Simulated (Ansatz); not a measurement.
Ansatz (an electronic-structure program) input (CCSD(T)/def2-TZVP):

Ansatz 0.2 input:
```yaml
crystal:
  periodic: [false, false, false]
  atoms:
    - {symbol: O, position_ang: [-0.00000000, -0.00000000, -0.10852476]}
    - {symbol: H, position_ang: [0.00000000, 0.00000000, 0.86819804]}
basis:
  gaussian:
    orbitals: def2-TZVP
magnetization: {spin_polarized: true, initial_magnetization: 1}
correlation: {method: ccsd_t, electrons: outside_noble_gas}
```

Output:

```
Functional definition: HF
integrals: 0.01 GiB planned
252 factors; integrals over basis functions are off by at most 2.0e-3 eV
mean field: 0.05 GiB planned
mean field evaluation 1: about -2051.8309 eV, gradient 1.2e1 eV
mean field evaluation 2: about -2051.8308 eV, gradient 1.2e1 eV
mean field evaluation 4: about -2052.3287 eV, gradient 1.3e0 eV
mean field evaluation 8: about -2052.3361 eV, gradient 5.5e-4 eV
mean field evaluation 16: about -2050.5790 eV, gradient 1.7e1 eV
mean field evaluation 32: about -2052.3360 eV, gradient 7.3e-2 eV
mean field -2052.33609279 eV, -75.4219602867 hartree, gradient 1.9e-6 eV, S^2 0.756493; 2 other end points of the search recorded, 0 dependent functions left out
1 core orbitals not correlated
reference -2052.33609279 eV, -75.4219602867 hartree; 4, 3 occupied and 32, 33 virtual orbitals, 252 factors
second order -5.32323985 eV of doubles, -0.00000000 eV of singles
coupled cluster: 0.07 GiB planned
cycle   1  -5.58579530 eV  change   -2.6e-1 eV  update   3.3e-2
cycle   2  -5.69789660 eV  change   -1.1e-1 eV  update   1.1e-2
cycle   3  -5.71336497 eV  change   -1.5e-2 eV  update   4.3e-3
cycle   4  -5.71272895 eV  change    6.4e-4 eV  update   1.7e-3
cycle   5  -5.71335620 eV  change   -6.3e-4 eV  update   6.9e-4
cycle   6  -5.71360908 eV  change   -2.5e-4 eV  update   2.2e-4
cycle   7  -5.71360794 eV  change    1.1e-6 eV  update   7.1e-5
cycle   8  -5.71360087 eV  change    7.1e-6 eV  update   2.6e-5
cycle   9  -5.71359764 eV  change    3.2e-6 eV  update   9.0e-6
cycle  10  -5.71360068 eV  change   -3.0e-6 eV  update   2.5e-6
perturbative correction -0.13034305 eV, -0.0047900187 hartree
Total energy: -2058.18003652 eV, -75.6367212576 hartree
```
